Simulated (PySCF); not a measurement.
**BH4O− (SMILES [BH3-]O): SVWN5/STO-6G**

What is the vertical ionisation energy of BH4O− at SVWN5/STO-6G? Input form: a Python script.

Program for the calculation: PySCF 2.14.0.

6 further runs of the same task are left out: 6 set aside as unsound or not needed.

### 1 The system as given

BH4O−: 6 atoms, total charge -1, spin state singlet. SMILES: `[BH3-]O`. Geometry: relaxed at GFN2-xTB.

Bond lengths: B1–O2 1.506 Å, B1–H3 1.247 Å, B1–H4 1.218 Å, B1–H5 1.247 Å, O2–H6 0.957 Å. Angles: B1–O2–H6 105.4°, O2–B1–H3 110.8°, O2–B1–H4 108.0°, O2–B1–H5 110.8°, H3–B1–H4 109.7°, H3–B1–H5 107.7°, H4–B1–H5 109.8°.

### 2 The energy at SVWN5/STO-6G

The input, calc.py:

```python
# [BH3-]O
from pyscf import gto, dft

mol = gto.M(
    atom='''
B       -0.074670      -0.173680      -0.316420
O       -0.013550       1.016190       0.603980
H        1.062740      -0.650510      -0.499740
H       -0.542300       0.195170      -1.379270
H       -0.789000      -1.072510       0.169030
H        0.356770       0.685330       1.422430
''',
    spin=0,
    basis='sto-6g',
    charge=-1,
    verbose=3,
    max_memory=1860,
)

myscf = dft.RKS(mol, xc='svwn')
myscf.grids.level = 5
myscf.conv_tol = 1e-10
myscf.kernel()
if not myscf.converged:
    myscf = myscf.newton().run(myscf.mo_coeff, myscf.mo_occ)

e_final = myscf.e_tot
print('Final energy', e_final)
```

Command:

```bash
$ OMP_NUM_THREADS=1 python calc.py
```

The log of the run:

```text
converged SCF energy = -101.090021042275
Final energy -101.09002104227496
```

Run time: 1.8 s. Hardware: 1 thread of Arm Neoverse V2, shared host; peak memory 0.13 GiB.

### 3 Doublet neutral BH4O, same level

The input, input.py:

```python
from pyscf import gto, dft

system = gto.Mole()
system.atom = '''
B       -0.074670      -0.173680      -0.316420
O       -0.013550       1.016190       0.603980
H        1.062740      -0.650510      -0.499740
H       -0.542300       0.195170      -1.379270
H       -0.789000      -1.072510       0.169030
H        0.356770       0.685330       1.422430
'''
system.verbose = 3
system.spin = 1
system.max_memory = 1860
system.basis = 'sto-6g'
system.build()

calc0 = dft.UKS(system)
calc0.xc = 'svwn'
calc0.conv_tol = 1e-10
calc0.grids.level = 5
calc0.kernel()
if not calc0.converged:
    calc0 = calc0.newton().run(calc0.mo_coeff, calc0.mo_occ)

e_tot = calc0.e_tot
print(f'total energy: {e_tot:.8f} hartree')
```

Command:

```bash
$ OMP_NUM_THREADS=1 python input.py
```

The log of the run:

```text
converged SCF energy = -101.136923117726  <S^2> = 0.75145854  2S+1 = 2.001458
total energy: -101.13692312 hartree
```

Run time: 2.6 s. Hardware: 1 thread of Arm Neoverse V2, shared host; peak memory 0.14 GiB.

### 4 Summary of results

At SVWN5/STO-6G:

| quantity | value |
| --- | --- |
| singlet BH4O−: total energy | -101.09002 Eh |
| singlet BH4O−: HOMO energy | 6.99 eV |
| singlet BH4O−: LUMO energy | 16.56 eV |
| singlet BH4O−: HOMO–LUMO gap (to an unbound level, set by the basis) | 9.57 eV |
| doublet neutral BH4O: total energy | -101.13692 Eh |
| doublet neutral BH4O: dipole moment | 2.72 D |
| doublet neutral BH4O: HOMO energy (highest over α and β) | -4.80 eV |
| doublet neutral BH4O: LUMO energy (lowest over α and β) | -3.96 eV |
| doublet neutral BH4O: ⟨S²⟩ | 0.751 |
| vertical detachment energy (to the doublet neutral) | -1.276 eV |

What this shows: The species is unbound against losing an electron at this level, by 1.28 eV (−123 kJ/mol); missing correlation or diffuse functions can give that sign where the real anion is bound. In a minimal basis such a difference can be off by several eV, whatever the method. The HOMO (singlet BH4O−) lies at positive energy, 6.99 eV, as semi-local functionals often give for anions; only total energies tell whether the electron is bound. Mulliken charges (doublet neutral BH4O) run from -0.14 on O2 to +0.28 on H6.
